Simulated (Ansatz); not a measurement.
Ansatz (an electronic-structure program) input:

Ansatz 0.2 input:
```yaml
crystal:
  periodic: [false, false, false]
  atoms:
    - {symbol: C, position_ang: [0.68557570, 0.01996936, -0.04302839]}
    - {symbol: O, position_ang: [-0.67114813, -0.11794294, 0.00291587]}
    - {symbol: H, position_ang: [-1.09096757, 0.74480543, -0.08162056]}
    - {symbol: H, position_ang: [1.12524882, 0.98016746, 0.19378078]}
    - {symbol: H, position_ang: [1.22144963, -0.90124554, 0.12268310]}
basis:
  gaussian:
    orbitals: aug-cc-pVDZ
magnetization: {spin_polarized: true, initial_magnetization: 1}
correlation: {method: ccsd_t, electrons: outside_noble_gas}
output: {forces: true}
```

Problem. What final total energy does it print?

Solution. -114.79658 Eh (CCSD(T)/aug-cc-pVDZ). The basis has 73 functions.

It need not be the lowest isomer of its formula.
